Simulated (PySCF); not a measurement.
## SMILES C[C@@H]1C[C@@H]1CF, C$_{5}$H$_{9}$F

Geometry:
```
atom   x (Å)   y (Å)   z (Å)
  C1   1.621  -0.725  -0.134
  C2   0.803   0.540  -0.151
  C3   0.098   1.013   1.083
  C4  -0.704   0.573  -0.112
  C5  -1.621  -0.630  -0.041
  F6  -0.970  -1.838  -0.012
  H7   1.264  -1.420   0.619
  H8   1.583  -1.222  -1.102
  H9   2.659  -0.481   0.086
 H10   1.244   1.312  -0.774
 H11   0.106   0.352   1.937
 H12   0.116   2.061   1.343
 H13  -1.164   1.366  -0.691
 H14  -2.242  -0.598   0.863
 H15  -2.269  -0.662  -0.924
```

Level of theory: PySCF 2.14.0, GIAO B3LYP/pcSseg-1 magnetisability, rotational g tensor and spin-rotation constants, non-relativistic, gas phase. Geometry: GFN2-xTB, dihedral held. The dihedral C2–C4–C5–F6 is held at 0°.

(1) Give the nuclear spin-rotation constants along the inertial axes (H = +C I·J) beside the isotropic shieldings.

## Answers

(1) Rotational constants 4.9240, 3.2021, 2.2809 GHz. A star marks the isotopologue with that one atom substituted, in its own axes.
```
atom  isotope  Caa (kHz)  Cbb (kHz)  Ccc (kHz)  mean (kHz)  σ (ppm)
  F6      19F     -0.065      1.874      0.560       0.789    424.9
  H7       1H     -0.351     -0.338     -0.048      -0.246     30.8
  H8       1H     -0.425     -0.229     -0.063      -0.239     30.1
  H9       1H      0.031     -0.293     -0.238      -0.167     30.3
 H10       1H     -0.222     -0.346     -0.103      -0.224     30.6
 H11       1H     -0.533     -0.369      0.002      -0.300     31.8
 H12       1H     -0.285     -0.123     -0.253      -0.220     31.0
 H13       1H     -0.531     -0.177     -0.112      -0.273     31.2
 H14       1H     -0.380     -0.185      0.020      -0.182     26.5
 H15       1H     -0.204     -0.335      0.049      -0.163     26.4
  C1     13C*      0.797      0.449      0.346       0.531    162.1
  C2     13C*      0.708      0.539      0.327       0.525    162.0
  C3     13C*      0.712      0.437      0.353       0.501    166.1
  C4     13C*      0.805      0.399      0.366       0.523    163.7
  C5     13C*      1.389      0.600      0.682       0.891     91.9
```
For the geometry as given, no vibrational averaging.
